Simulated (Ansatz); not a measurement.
**AlH3 (singlet): wave-function methods side by side, aug-cc-pVTZ**

The task here is to estimate one member of a computed series from the others.

The runs use Ansatz 0.2.0, Gaussian basis; aug-cc-pVTZ, core rule «outside noble gas», up to 5 orbitals frozen.

Plan: UHF; CCSD(T) on RHF; BCCD(T) on RHF; CCSDT(Q) on RHF.

4 further runs of the same task are left out: 2 for a known fault of the program, 2 set aside as unsound or not needed.

## What is computed

The geometry is a PBE0/def2-TZVPD stationary point (not a proven minimum) of the parent state, kept for this charge and spin.

4 atoms, charge 0, spin multiplicity 1.

Atoms are counted from 1 here; the program's logs count them from 0.

Bond lengths: Al1–H2 1.640 Å, Al1–H3 1.640 Å, Al1–H4 1.640 Å. Angles: H2–Al1–H3 110.9°, H2–Al1–H4 110.9°, H3–Al1–H4 110.9°.

Set-up of the first run:

Input file in.yaml:

```yaml
crystal:
  periodic: [false, false, false]
  atoms:
    - {symbol: Al, position_ang: [0.000089, -0.000115, -0.050932]}
    - {symbol: H, position_ang: [1.559162, 0.012743, 0.457166]}
    - {symbol: H, position_ang: [-0.790913, 1.346129, 0.450047]}
    - {symbol: H, position_ang: [-0.770631, -1.355790, 0.456190]}
basis:
  gaussian: {orbitals: aug-cc-pVTZ}
magnetization: {spin_polarized: true, initial_magnetization: 0}
hamiltonian: {xc: hf}
output: {orbitals: {seedname: orbitals}}
```

The run is started by

```sh
ansatz run in.yaml --threads 1 --pin off --events-out ev --progress --plain --max-ram 4096MiB --backend cpu
```

Steps of the session up to this table: UHF; CCSD(T) on RHF; BCCD(T) on RHF; CCSDT(Q) on RHF.

One table of the session follows, with a row left open; its other results are not shown here.

| method | from RCCSDT(Q) (meV) |
| --- | --- |
| RHF | ? |
| RMP2 | +731.8 |
| RCCSD | +68.9 |
| RCCSD(T) | +15.4 |
| BCCD(T) | +15.3 |
| RCCSDT | +1.4 |
| RCCSDT(Q) | 0 |

Q: Estimate the row for RHF from the others.

As computed: from RCCSDT(Q) (meV): +3392.5. In the column «from RCCSDT(Q) (meV)» it is the highest.
